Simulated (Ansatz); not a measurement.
**Lattice constant a of some phosphides, arsenides and antimonides, all zinc-blende**

Method: B3LYP (VWN-RPA form) (Ansatz, a program for electronic structure, PAW). References are measured values corrected to a static lattice.

Values in Å.

```tsv
solid	reference	B3LYP (VWN-RPA form)	error (%)
zinc-blende GaP	5.439	5.531	+1.69
zinc-blende InSb	6.468	6.663	+3.01
zinc-blende InP	5.858	5.985	+2.17
zinc-blende AlAs	5.649	5.735	+1.52
zinc-blende GaAs	5.64	5.765	+2.22
zinc-blende InAs	6.047	6.207	+2.65
zinc-blende BP	4.525	4.561	+0.80
zinc-blende AlP	5.451	5.517	+1.21
```

Over these 8 solids the mean error is +1.91 %, the mean absolute error 1.91 % (median 1.93 %), and the worst case zinc-blende InSb at +3.01 %; the value is above the reference in 8 of 8 cases.

All these references are brought to a static lattice.

Spin–orbit coupling is left out, also for the solids with elements from indium on (zinc-blende InSb, zinc-blende InP, zinc-blende InAs); its size isn't shown.

Differences are worked out from the printed values.

Caveats: the gap of the solid is closed in this run (zinc-blende InSb, zinc-blende InAs). Ansatz's density-functional and Hartree–Fock values are scalar-relativistic unless marked +SOC, with PAW data made under PBE.

Not in this set, of the phosphides, arsenides and antimonides with a reference value in our tables and a result at some level: 12 for a reference at room or unstated temperature. These can be a level's best or worst cases. At least 3 more with a reference value are held back for tests. Solids without a released value at any level aren't counted. Layered and molecular crystals are counted apart.

References as tabulated in Mejia-Rodriguez and Trickey (2018), arXiv:1807.09216.
